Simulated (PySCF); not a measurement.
Simulated outer-valence photoelectron spectrum of `Cc1c(F)c1=O`. Computed with EOM-IP-CCSD/aug-cc-pVDZ in PySCF, restricted Hartree–Fock reference, frozen core, non-relativistic, gas phase, PBE0-D3(BJ)/def2-SVP geometry.

Each root has a Gaussian of 0.6 eV full width with its one-hole share as area; cross sections and vibrations are left out, and the highest printed point is 100.

```
ionisation energy (eV)  intensity
                   8.8          1
                   9.0          4
                   9.2         18
                   9.4         42
                   9.6         52
                   9.8         35
                  10.0         14
                  10.2         12
                  10.4         30
                  10.6         51
                  10.8         47
                  11.0         23
                  11.2          6
                  11.4          1
                  11.6          0
                  11.8          0
                  12.0          0
                  12.2          0
                  12.4          1
                  12.6          7
                  12.8         25
                  13.0         48
                  13.2         50
                  13.4         28
                  13.6         10
                  13.8         13
                  14.0         36
                  14.2         69
                  14.4         86
                  14.6         71
                  14.8         39
                  15.0         15
                  15.2         17
                  15.4         50
                  15.6         93
                  15.8        100
                  16.0         72
                  16.2         58
                  16.4         55
                  16.6         36
                  16.8         13
                  17.0          3
                  17.2          0
```

Task: Where are the maxima, and how many lines lie under the curve?

Result: 5 maxima, at 9.6, 10.7, 13.1, 14.4 and 15.7 eV, from 8 lines. At this width some lines have no maximum of their own.

Task: List the lines with their holes.

Result: 
```json
{"E (eV)": "9.57", "leading hole (HF orbital)": "HOMO", "area": "0.95", "Koopmans (eV)": "10.98"}
{"E (eV)": "10.67", "leading hole (HF orbital)": "HOMO-1", "area": "0.95", "Koopmans (eV)": "11.17"}
{"E (eV)": "13.11", "leading hole (HF orbital)": "HOMO-2", "area": "0.95", "Koopmans (eV)": "14.58"}
{"E (eV)": "14.25", "leading hole (HF orbital)": "HOMO-3", "area": "0.93", "Koopmans (eV)": "15.47"}
{"E (eV)": "14.56", "leading hole (HF orbital)": "HOMO-4", "area": "0.94", "Koopmans (eV)": "16.31"}
{"E (eV)": "15.65", "leading hole (HF orbital)": "HOMO-6", "area": "0.94", "Koopmans (eV)": "17.36"}
{"E (eV)": "15.77", "leading hole (HF orbital)": "HOMO-5", "area": "0.94", "Koopmans (eV)": "16.95"}
{"E (eV)": "16.38", "leading hole (HF orbital)": "HOMO-7", "area": "0.94", "Koopmans (eV)": "18.77"}
```

The widest gap, 2.44 eV, lies between 10.67 and 13.11 eV. Only orbitals with −ε under 21 eV, eight at most, were ionised, so the high end of the curve may lack lines.
